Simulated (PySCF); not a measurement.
Gas-phase reaction: CH4 + C3H6 (propylene) ⇌ C4H10 (n-butane)

Computed with PySCF and rigid-rotor harmonic-oscillator thermochemistry at 1 bar. Table values come from the NASA 1993 polynomials. S°(298 K) at PBE0/def2-TZVP differs from the NASA 1993 table for C4H10 (n-butane) (-9 J/mol/K); whether the harmonic model or the table's entry is off was not settled. † marks an energy on the PBE0/def2-TZVP geometry and frequencies. MP2 and CCSD(T) freeze the core. All species are closed-shell singlets. MP2 isn't extrapolated to the basis-set limit; its ΔH°(298 K) is -90.9 kJ in def2-SVP and -80.9 kJ in def2-TZVPP. CCSD(T) isn't extrapolated to the basis-set limit. The harmonic model lacks anharmonicity and excited electronic states, which grow with temperature; levels with a mode under 35 cm⁻¹ are left out. Internal rotation in C3H6 (propylene), C4H10 (n-butane) is treated as a harmonic vibration of one conformer, which makes the entropy rough.

```json
[
 {"level": "table", "ΔH°(298 K), kJ": "-70.9", "minus table": "-", "ΔG°(600 K), kJ": "14.7"},
 {"level": "BLYP/def2-TZVP†", "ΔH°(298 K), kJ": "-35.3", "minus table": "35.6", "ΔG°(600 K), kJ": "55.2"},
 {"level": "CCSD(T)/def2-SVP†", "ΔH°(298 K), kJ": "-81.6", "minus table": "-10.7", "ΔG°(600 K), kJ": "8.9"},
 {"level": "MP2/def2-TZVPP†", "ΔH°(298 K), kJ": "-80.9", "minus table": "-10.0", "ΔG°(600 K), kJ": "9.6"},
 {"level": "PBE/def2-TZVP†", "ΔH°(298 K), kJ": "-68.4", "minus table": "2.5", "ΔG°(600 K), kJ": "22.1"},
 {"level": "ωB97M-V/def2-TZVP†", "ΔH°(298 K), kJ": "-76.1", "minus table": "-5.2", "ΔG°(600 K), kJ": "14.4"},
 {"level": "ωB97X-V/def2-TZVP†", "ΔH°(298 K), kJ": "-85.0", "minus table": "-14.1", "ΔG°(600 K), kJ": "5.5"}
]
```
